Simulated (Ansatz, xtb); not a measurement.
## BHOSi: where a starting geometry ends

The starting geometry of this gas-phase singlet has its atoms placed at random.

```xyz
4

B     1.6945   -0.1808    0.0146
O     0.3044    1.4987   -0.7311
Si   -0.5252   -0.0044    0.8315
H    -0.8915   -1.6788   -0.2100
```

Task: Guess where an optimisation with r2SCAN-D4/def2-SVP ends from this start.

Result: It ends as `O=B[SiH]`. Contacts that close: B1–O2 (2.30 → 1.21 Å), B1–Si3 (2.37 → 2.03 Å), Si3–H4 (2.01 → 1.53 Å).

The energy falls by 8.93 eV over 19 steps:

```tsv
step	E − E(last) (eV)
1	8.933
3	4.010
5	1.393
7	1.192
9	1.107
11	0.952
13	0.303
15	0.061
17	0.002
19	0.000
```

Final geometry (Å):

```yaml
atoms:
  - { symbol: B, position_ang: [0.6368, 0.5045, -0.2106] }
  - { symbol: O, position_ang: [1.3725, 1.1833, -0.8955] }
  - { symbol: Si, position_ang: [-0.5637, -0.5238, 1.0616] }
  - { symbol: H, position_ang: [-0.8635, -1.5293, -0.0505] }
```

From the same start GFN2-xTB reaches the same bonding as this run.

From so rough a start the end depends on the optimiser's path, so another program may land elsewhere. The end wasn't checked by frequencies. Run with Ansatz 0.2.0, 66 s on 1 thread of AMD EPYC (Zen 3), with other jobs on the host.
